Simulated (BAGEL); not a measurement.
**Si2H6O (disilanol) at HF/6-31G(d) (density fitting with qzvpp-jkfit, spherical functions)**

What is the vertical ionisation energy of Si2H6O (disilanol) at HF/6-31G* (density fitting with qzvpp-jkfit, spherical functions)? 

The calculation is run with BAGEL 1.2.2.

1 further run of the same task is left out (it didn't finish).

## (1) The system as given

The species is Si2H6O (9 atoms), meant as a singlet with charge 0. As SMILES, `O[SiH2][SiH3]`. The shape is that of a PBE0-D4/def2-TZVP optimisation. This is one conformer, not always the lowest.

Bond lengths: O1–Si2 1.654 Å, Si2–Si3 2.347 Å, O1–H4 0.958 Å, Si2–H5 1.493 Å, Si2–H6 1.484 Å, Si3–H7 1.489 Å, Si3–H8 1.491 Å, Si3–H9 1.488 Å. Some angles: O1–Si2–Si3 112.4°, O1–Si2–H5 111.3°, O1–Si2–H6 105.5°, Si3–Si2–H5 108.5°, Si3–Si2–H6 110.6°, Si2–O1–H4 117.6°, Si2–Si3–H7 110.0°, Si2–Si3–H8 110.1°, Si2–Si3–H9 111.4°, H5–Si2–H6 108.5°.

## (2) The energy at HF/6-31G(d) (density fitting with qzvpp-jkfit, spherical functions)

calc.json

```json
{ "bagel": [

{
  "title": "molecule",
  "basis": "6-31gs.json",
  "df_basis": "qzvpp-jkfit",
  "angstrom": "true",
  "geometry": [
    { "atom": "O", "xyz": [      -1.609000,       1.039900,      -0.762000 ] },
    { "atom": "Si", "xyz": [       0.004800,       0.933100,      -0.415900 ] },
    { "atom": "Si", "xyz": [       0.544200,      -1.038400,       0.738600 ] },
    { "atom": "H", "xyz": [      -1.996600,       0.341400,      -1.290800 ] },
    { "atom": "H", "xyz": [       0.830600,       0.994500,      -1.657800 ] },
    { "atom": "H", "xyz": [       0.311400,       2.125200,       0.413000 ] },
    { "atom": "H", "xyz": [       2.012900,      -1.104800,       0.974500 ] },
    { "atom": "H", "xyz": [       0.146200,      -2.228200,      -0.066200 ] },
    { "atom": "H", "xyz": [      -0.156000,      -1.109100,       2.049500 ] }
  ]
},

{
  "title": "hf"
},

{
  "title": "print",
  "file": "orbitals.molden",
  "orbitals": "true"
}

]}
```

The basis set 6-31G* is read from a file made from the Basis Set Exchange's data (not shown).

Command:

```sh
$ BAGEL_NUM_THREADS=1 BAGEL calc.json > calc.out
```

Output:

```text
* using 1 threads per process

  ===============================================================
  ===============================================================

  *** Geometry ***

  { "atom" : "O", "xyz" : [     -3.040569,      1.965126,     -1.439971 ] },
  { "atom" : "Si", "xyz" : [      0.009071,      1.763303,     -0.785937 ] },
  { "atom" : "Si", "xyz" : [      1.028389,     -1.962292,      1.395752 ] },
  { "atom" : "H", "xyz" : [     -3.773027,      0.645152,     -2.439258 ] },
  { "atom" : "H", "xyz" : [      1.569607,      1.879333,     -3.132788 ] },
  { "atom" : "H", "xyz" : [      0.588461,      4.016046,      0.780457 ] },
  { "atom" : "H", "xyz" : [      3.803830,     -2.087769,      1.841538 ] },
  { "atom" : "H", "xyz" : [      0.276278,     -4.210688,     -0.125100 ] },
  { "atom" : "H", "xyz" : [     -0.294797,     -2.095895,      3.872994 ] },

  Number of auxiliary basis functions:      441

  Since a DF basis is specified, we compute 2- and 3-index integrals:
    o Being stored without compression. Storage requirement is 0.014 GB

  Number of basis functions:       62
  Number of electrons      :       42

    * METHOD: MOLECULE                             0.14

  *** RHF ***

  === Nuclear Repulsion ===
   152.9348733740

      * DIIS with orbital gradients will be used.

  === RHF iteration (6-31gs.json) ===
      0       -656.03136412          0.02322107           0.04
      1       -656.13883790          0.01497519           0.04
      2       -656.20191969          0.00178880           0.04
      3       -656.20341771          0.00020671           0.04
      4       -656.20344407          0.00004950           0.04
      5       -656.20344603          0.00000929           0.04
      6       -656.20344611          0.00000246           0.03
      7       -656.20344612          0.00000061           0.03
      8       -656.20344612          0.00000015           0.03
      9       -656.20344612          0.00000005           0.03
     10       -656.20344612          0.00000002           0.03
     11       -656.20344612          0.00000001           0.03
    * SCF iteration converged.

    * Permanent dipole moment:
           (   -0.046357,     0.449002,     0.313487) a.u.

    * METHOD: HF                                   0.55

    * METHOD: PRINT                                0.01

  ===============================================================
```

Wall time 1.7 s (1 thread of Intel Xeon 6975P-C (Granite Rapids), shared host); peak memory 0.087 GiB.

## (3) The doublet cation at the same level

input.json

```json
{ "bagel" : [

{
  "title" : "molecule",
  "basis" : "6-31gs.json",
  "df_basis" : "qzvpp-jkfit",
  "angstrom" : true,
  "geometry" : [
    { "atom" : "O", "xyz" : [      -1.609000,       1.039900,      -0.762000 ] },
    { "atom" : "Si", "xyz" : [       0.004800,       0.933100,      -0.415900 ] },
    { "atom" : "Si", "xyz" : [       0.544200,      -1.038400,       0.738600 ] },
    { "atom" : "H", "xyz" : [      -1.996600,       0.341400,      -1.290800 ] },
    { "atom" : "H", "xyz" : [       0.830600,       0.994500,      -1.657800 ] },
    { "atom" : "H", "xyz" : [       0.311400,       2.125200,       0.413000 ] },
    { "atom" : "H", "xyz" : [       2.012900,      -1.104800,       0.974500 ] },
    { "atom" : "H", "xyz" : [       0.146200,      -2.228200,      -0.066200 ] },
    { "atom" : "H", "xyz" : [      -0.156000,      -1.109100,       2.049500 ] }
  ]
},

{
  "title" : "uhf",
  "charge" : 1,
  "nopen" : 1
},

{
  "title" : "print",
  "file" : "orbitals.molden",
  "orbitals" : true
}

]}
```

The basis set 6-31G* is read from a file made from the Basis Set Exchange's data (not shown).

Command:

```sh
$ BAGEL_NUM_THREADS=1 BAGEL input.json > input.out
```

Output:

```text
* using 1 threads per process

  ===============================================================
  ===============================================================

  *** Geometry ***

  { "atom" : "O", "xyz" : [     -3.040569,      1.965126,     -1.439971 ] },
  { "atom" : "Si", "xyz" : [      0.009071,      1.763303,     -0.785937 ] },
  { "atom" : "Si", "xyz" : [      1.028389,     -1.962292,      1.395752 ] },
  { "atom" : "H", "xyz" : [     -3.773027,      0.645152,     -2.439258 ] },
  { "atom" : "H", "xyz" : [      1.569607,      1.879333,     -3.132788 ] },
  { "atom" : "H", "xyz" : [      0.588461,      4.016046,      0.780457 ] },
  { "atom" : "H", "xyz" : [      3.803830,     -2.087769,      1.841538 ] },
  { "atom" : "H", "xyz" : [      0.276278,     -4.210688,     -0.125100 ] },
  { "atom" : "H", "xyz" : [     -0.294797,     -2.095895,      3.872994 ] },

  Number of auxiliary basis functions:      441

  Since a DF basis is specified, we compute 2- and 3-index integrals:
    o Being stored without compression. Storage requirement is 0.014 GB

  Number of basis functions:       62
  Number of electrons      :       42

    * METHOD: MOLECULE                             0.19

  *** Open-shell HF ***

  === Nuclear Repulsion ===
   152.9348733740

      * DIIS with orbital gradients will be used.

  === UHF iteration (6-31gs.json) ===
      0       -655.62805853          0.04837208           0.06
      1       -655.74539100          0.03783382           0.06
      2       -655.79494768          0.02801207           0.06
      3       -655.84908827          0.00155934           0.05
      4       -655.84983938          0.00056619           0.05
      5       -655.84997851          0.00022746           0.05
      6       -655.85001417          0.00008456           0.05
      7       -655.85002106          0.00003543           0.06
      8       -655.85002279          0.00001711           0.06
      9       -655.85002319          0.00000823           0.05
     10       -655.85002327          0.00000396           0.05
     11       -655.85002330          0.00000215           0.05
     12       -655.85002331          0.00000114           0.05
     13       -655.85002331          0.00000058           0.05
     14       -655.85002331          0.00000031           0.06
     15       -655.85002331          0.00000021           0.09
     16       -655.85002331          0.00000012           0.08
     17       -655.85002331          0.00000007           0.08
     18       -655.85002331          0.00000003           0.08
     19       -655.85002331          0.00000002           0.08
     20       -655.85002331          0.00000001           0.08
     21       -655.85002331          0.00000001           0.09
    * SCF iteration converged.

    * S^2 (UHF) is 0.7629

    * Permanent dipole moment:
           (   -0.622746,     0.791649,     0.085907) a.u.

    * METHOD: UHF                                  1.53

    * METHOD: PRINT                                0.01

  ===============================================================
```

Run time: 2.5 s. Hardware: 1 thread of Intel Xeon 6975P-C (Granite Rapids), shared host; peak memory 0.086 GiB.

## (4) Outcome

At HF/6-31G* (density fitting with qzvpp-jkfit, spherical functions):

```
                                          quantity          value
                      singlet Si2H6O: total energy  -656.20345 Eh
                     singlet Si2H6O: dipole moment         1.40 D
                       singlet Si2H6O: HOMO energy      -10.66 eV
                       singlet Si2H6O: LUMO energy        3.07 eV
                     singlet Si2H6O: HOMO–LUMO gap       13.74 eV
                      doublet cation: total energy  -655.85002 Eh
                              doublet cation: ⟨S²⟩          0.763
vertical ionisation energy (to the doublet cation)       9.617 eV
```

In words: Removing an electron at fixed nuclei costs 9.62 eV (222 kcal/mol). −ε(HOMO) before ionisation, 10.66 eV, is 1.05 eV above this ionisation energy.
